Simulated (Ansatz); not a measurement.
**C2H4ClNO: up Jacob's ladder to CCSD(T)**

Aim: compute C2H4ClNO with functionals from several rungs and with coupled cluster, and see how far each lands from CCSD(T) at the basis-set limit for the atomisation energy.

Program: Ansatz 0.2.0, Gaussian basis. Level of theory: functionals in def2-TZVPP, the program's frozen cores in correlated methods. These are calculated values, not measurements.

The runs, in order: LDA (SPW92), PBE-D4, revPBE-D4, BLYP-D4, r2SCAN-D4, B97M-V, PBE0-D4, B3LYP-D4, r2SCANh-D4, r2SCAN0-D4, HSE06-D4, BHLYP-D4, CAM-B3LYP-D4, LC-ωPBE, ωB97X-V, ωB97M-V, B2PLYP, PBE-QIDH; CCSD(T)/def2-SVP; CCSD(T)/def2-TZVPP; MP2/def2-QZVPP; extrapolation to the limit; RPA on PBE.

## (1) The geometry

An earlier PBE0-D4 in a triple-zeta def2 set relaxation fixed the geometry.

SMILES `N/C(Cl)=C\O`, 9 atoms, charge 0, spin multiplicity 1.

Atoms are counted from 1 here; the program's logs count them from 0.

Bond lengths: N1–C2 1.402 Å, N1–H6 1.013 Å, N1–H7 1.013 Å, C2–Cl3 1.745 Å, C2–C4 1.332 Å, C4–O5 1.342 Å, C4–H8 1.081 Å, O5–H9 0.971 Å. Angles: C2–N1–H6 112.6°, C2–N1–H7 112.6°, H6–N1–H7 108.3°, N1–C2–Cl3 119.7°, N1–C2–C4 120.1°, Cl3–C2–C4 120.2°, C2–C4–O5 122.7°, C2–C4–H8 123.1°, O5–C4–H8 114.3°, C4–O5–H9 105.7°.

## (2) LDA

This LDA is Slater exchange with PW92 correlation.

File in.yaml:

```yaml
crystal:
  periodic: [false, false, false]
  atoms:
    - {symbol: N, position_ang: [0.766369, 0.954843, 0.047476]}
    - {symbol: C, position_ang: [0.306588, -0.294220, -0.392369]}
    - {symbol: Cl, position_ang: [1.217001, -1.179259, -1.589225]}
    - {symbol: C, position_ang: [-0.821269, -0.802992, 0.101934]}
    - {symbol: O, position_ang: [-1.560720, -0.165881, 1.023621]}
    - {symbol: H, position_ang: [0.820025, 1.635077, -0.701633]}
    - {symbol: H, position_ang: [1.675063, 0.899910, 0.492477]}
    - {symbol: H, position_ang: [-1.219363, -1.761131, -0.202874]}
    - {symbol: H, position_ang: [-1.095396, 0.667453, 1.203495]}
basis:
  gaussian: {orbitals: def2-TZVPP}
hamiltonian: {xc: lda}
output: {orbitals: {seedname: orbitals}}
```

Command:

```sh
ansatz run in.yaml --threads 2 --pin off --events-out ev --progress --plain --max-ram 4352MiB
```

Further steps of the session: PBE-D4 (GGA); revPBE-D4 (GGA); BLYP-D4 (GGA); r2SCAN-D4 (meta-GGA); B97M-V (meta-GGA); PBE0-D4 (hybrid); B3LYP-D4 (hybrid); r2SCANh-D4 (hybrid); r2SCAN0-D4 (hybrid); HSE06-D4 (hybrid); BHLYP-D4 (hybrid); CAM-B3LYP-D4 (range-separated); LC-ωPBE (range-separated); ωB97X-V (range-separated); ωB97M-V (range-separated); B2PLYP (double hybrid); PBE-QIDH (double hybrid); CCSD(T) in def2-SVP; CCSD(T) in def2-TZVPP; MP2 in def2-QZVPP; RPA on PBE orbitals.

Before running them: what should the planned runs give, taken together? Wanted: atomisation energy, CCSD(T)/CBS; farthest beyond LDA; mean size of error, GGA; mean size of error, meta-GGA; mean size of error, hybrid; mean size of error, range-separated; mean size of error, double hybrid; gap, smallest and largest; T1 diagnostic.

**Answer**, as computed:

```
                               quantity                                          value
        atomisation energy, CCSD(T)/CBS                                      35.507 eV
    functionals within 0.178 eV (0.5 %)  r2SCAN-D4, B97M-V, B3LYP-D4, LC-ωPBE, ωB97X-V
                    farthest beyond LDA                           BHLYP-D4 (-1.621 eV)
                mean size of error, GGA                                       0.811 eV
           mean size of error, meta-GGA                                       0.126 eV
             mean size of error, hybrid                                       0.582 eV
    mean size of error, range-separated                                       0.152 eV
      mean size of error, double hybrid                                       0.281 eV
              gap, smallest and largest      4.70 eV (LDA (SPW92)), 11.92 eV (LC-ωPBE)
                          T1 diagnostic                                         0.0118
triples share of the correlation energy                                          4.2 %
```

**Reading.** The LDA atomisation energy is off by 6.832 eV (19 %): it overbinds. PBE-D4 misses by +1.614 eV. Double hybrids carry the basis error of their MP2 part in triple zeta, and no dispersion term here, so their miss is partly the set-up's. The rungs meta-GGA, range-separated miss on average by less than the doubt on the reference (0.178 eV), so they tie; GGA functionals have the largest mean beyond LDA (0.811 eV). Misses under about 0.178 eV are within the doubt on the reference itself, which lacks core-valence correlation, relativity and higher excitations. Hartree-Fock recovers 66 % of the binding; the rest is correlation. CCSD(T) in def2-SVP is off by -2.210 eV, more than most functionals: a good method in a small basis is no reference. Orbital gaps span 4.7 to 11.9 eV; exact exchange widens them.
